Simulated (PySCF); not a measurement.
Work out the structure from these simulated measurements.

Formula: C3H4Cl2.

- 1H NMR: chemical shifts (computed TMS as zero) by class: 6.31 (1 H), 6.06 (1 H), 5.44 (1 H), 5.42 (1 H) ppm [GIAO PBE0/pcSseg-1]
- Polarisability: 66.8 au [PBE0/def2-SVPD]
- 13C NMR: chemical shifts (computed TMS as zero) by class: 147.7 (1 C), 122.0 (1 C), 86.9 (1 C) ppm [GIAO PBE0/pcSseg-1]
- Rotational structure: rotational constants A, B, C: 3.198, 2.756, 1.573 GHz [GFN2-xTB]
- UV, strongest line: among the 6 lowest singlet transitions: S5 at 7.07 eV (175 nm, f = 0.145) [TDDFT PBE0/def2-SVPD]
- Triplet: lowest triplet excitation (Tamm–Dancoff): 4.28 eV [TDA PBE0/def2-SVPD]

The electronic properties come from PySCF, for the isolated species, density fitting. Levels stand in brackets. Isolated species at its GFN2-xTB geometry (one conformer only). Each NMR value is the plain mean over a class of atoms that symmetry, rotation or inversion makes alike.

Task: Give a SMILES that accounts for the data.

Result: Numbering: `[CH2:1]=[CH:2][CH:3]([Cl:4])[Cl:5]`. Its formula, C3H4Cl2, gives 1 degree of unsaturation: 0 rings and 1 π bond in the structure found. 3 carbons fall into 3 classes; from least to most shielded: alkene CH carbon [C2] (147.7 ppm), terminal =CH2 carbon [C1] (122.0 ppm), CHCl2 carbon [C3] (86.9 ppm). Hydrogen classes from least to most shielded: 1 H on an alkene CH carbon, C2 (6.31 ppm), 1 H on a CHCl2 carbon, C3 (6.06 ppm), 1 H on a terminal =CH2 carbon, C1 (5.44 ppm), 1 H on a terminal =CH2 carbon, C1 (5.42 ppm). The optimised geometry has point group Cs and is an asymmetric top. Structure: `C=CC(Cl)Cl`. Computed isomers that give other values at the same levels: `ClC1(Cl)CC1` (rotational constant A: 3.931 GHz; this holds for the one conformer computed); `C/C(Cl)=C\Cl` (13C chemical shifts (computed TMS as zero) by class: 145.8 (1 C), 126.5 (1 C), 22.8 (1 C) ppm); `CC=C(Cl)Cl` (13C chemical shifts (computed TMS as zero) by class: 139.7 (1 C), 132.7 (1 C), 18.7 (1 C) ppm). The assignments are read from this structure; whether some other isomer fits the data as well wasn't checked. NMR values of atoms bound to several Cl lack the spin–orbit term that these neighbours bring.

Conformer computed: `[CH2:1]=[CH:2][CH:3]([Cl:4])[Cl:5]`: C1–C2–C3–Cl4 120°.
